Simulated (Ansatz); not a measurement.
# FHSSi: small, medium and large basis sets

The task here is to estimate one member of a computed series from the others.

Method: one geometry, several basis sets; program: Ansatz 0.2.0, Gaussian basis.

The runs, in order: PBE0-D4/def2-SVP; ωB97M-V/def2-SVP; PBE0-D4/def2-QZVPP; ωB97M-V/def2-QZVPP; CCSD(T)/cc-pV(D+d)Z; CCSD(T)/cc-pV(T+d)Z; CCSD(T)/cc-pV(Q+d)Z; the functionals' def2-TZVPP values are taken from earlier runs.

### The geometry

An earlier PBE0-D4 in a triple-zeta def2 set relaxation fixed the geometry.

4 atoms, charge 0, spin multiplicity 1.

Atoms are counted from 1 here; the program's logs count them from 0.

Bond lengths: F1–Si2 1.616 Å, Si2–S3 2.154 Å, S3–H4 1.346 Å. Angles: F1–Si2–S3 99.9°, Si2–S3–H4 95.0°.

Set-up of the first run:

in.yaml

```yaml
crystal:
  periodic: [false, false, false]
  atoms:
    - {symbol: F, position_ang: [-1.139088, -0.028588, 1.061921]}
    - {symbol: Si, position_ang: [0.081286, 0.989094, 0.768890]}
    - {symbol: S, position_ang: [0.995913, -0.000939, -0.911699]}
    - {symbol: H, position_ang: [0.117389, -1.019866, -0.939412]}
basis:
  gaussian: {orbitals: def2-SVP}
hamiltonian: {xc: pbe0, dispersion: d4}
output: {orbitals: {seedname: orbitals}}
```

Started as:

```console
ansatz run in.yaml --threads 2 --pin off --events-out ev --progress --plain --max-ram 20480MiB --backend cpu
```

Steps of the session up to this table: PBE0-D4 in def2-SVP; ωB97M-V in def2-SVP; PBE0-D4 in def2-QZVPP; ωB97M-V in def2-QZVPP.

One of the session's tables, all rows but one given; the rest of the session is left out.

```
functional       basis  HOMO (eV)  LUMO (eV)
   PBE0-D4    def2-SVP      -7.31      -2.08
   PBE0-D4  def2-TZVPP          ?          ?
   PBE0-D4  def2-QZVPP      -7.41      -2.24
   ωB97M-V    def2-SVP      -9.33       0.02
   ωB97M-V  def2-TZVPP      -9.42      -0.17
   ωB97M-V  def2-QZVPP      -9.47      -0.28
```

**Question.** Estimate the row for PBE0-D4, def2-TZVPP.

As computed: HOMO (eV): -7.37; LUMO (eV): -2.19. In the column «HOMO (eV)» it lies between PBE0-D4, def2-QZVPP (-7.41) and PBE0-D4, def2-SVP (-7.31).
